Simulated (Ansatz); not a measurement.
# P2: the cost of one run

Program: the Python package of Ansatz 0.2.0. Level of theory: PBE+D3(BJ)/cc-pVDZ. These are calculated values, not measurements.

## Step 1: The system

Bond lengths: P1–P2 2.130 Å.

No structure file is read: the coordinates are typed or built in the script.

## Step 2: The script

Input file dimer_p2.py:

```python
# -*- coding: utf-8 -*-
"""Interaction energy of two P2 molecules, with the counterpoise correction."""

import logging
import sys

import ansatz as az

logging.basicConfig(stream=sys.stdout, format="%(levelname)s:%(name)s:%(message)s")
logger = logging.getLogger("p2")
logger.setLevel(logging.INFO)

FIRST = [
    ("P", (0.0, 0.0, -1.065)),
    ("P", (0.0, 0.0, 1.065)),
]
SECOND = [
    ("P", (-1.7299, 1.4554, -2.8697)),
    ("P", (-2.9272, 1.7373, -1.1308)),
]

def energy(atoms, ghosts=()):
    molecule = az.Crystal.molecule()
    for symbol, xyz in atoms:
        molecule = molecule.atom(symbol, xyz)
    calc = (
        molecule.calculation()
        .basis(gaussian="cc-pVDZ")
        .functional("PBE", dispersion="d3bj")
        .scf(lower_state_search="light")
    )
    deck = calc.input()
    if ghosts:
        deck = deck.set(az.key.basis.gaussian.ghost_atoms, [{"symbol": s, "position_ang": list(xyz)} for s, xyz in ghosts])
    return az.Session.from_dict(deck).plan().execute().report["free_energy_ev"]

# ghost atoms carry the functions of the partner
both = energy(FIRST + SECOND)
alone = energy(FIRST) + energy(SECOND)
ghosted = energy(FIRST, SECOND) + energy(SECOND, FIRST)
logger.info(f"dimer {both:.6f} eV")
logger.info(f"interaction, uncorrected   {23.060548 * (both - alone):8.3f} kcal/mol")
logger.info(f"interaction, counterpoise  {23.060548 * (both - ghosted):8.3f} kcal/mol")
logger.info(f"basis-set superposition    {23.060548 * (alone - ghosted):8.3f} kcal/mol")
```

## Step 3: The run

On the command line:

```bash
> python dimer_p2.py
```

**Question.** How long does this script take on 1 thread of Arm Neoverse V2, shared host, and how much memory does it need?

About 4.9 s, with a peak of 0.18 GiB.
